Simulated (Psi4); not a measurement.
This Psi4 input (PBE/cc-pVQZ) gives -109.65440 Eh with 140 basis functions.

```
memory 1724 MB

molecule {
1 1
N    -0.00000000   -0.00000000   -0.43758825
N     0.00000000    0.00000000    0.64838676
H    -0.00000000   -0.00000000   -1.47558960
}

set {
  basis cc-pvqz
  scf_type df
}

energy('pbe')
print_variables()
```

Change:
```diff
- basis cc-pvqz
+ basis jun-cc-pv(t+d)z
```

What does the run give now?

-109.64648 Eh (PBE/jun-cc-pV(T+d)Z, 92 functions), a change of +7.92 mEh.
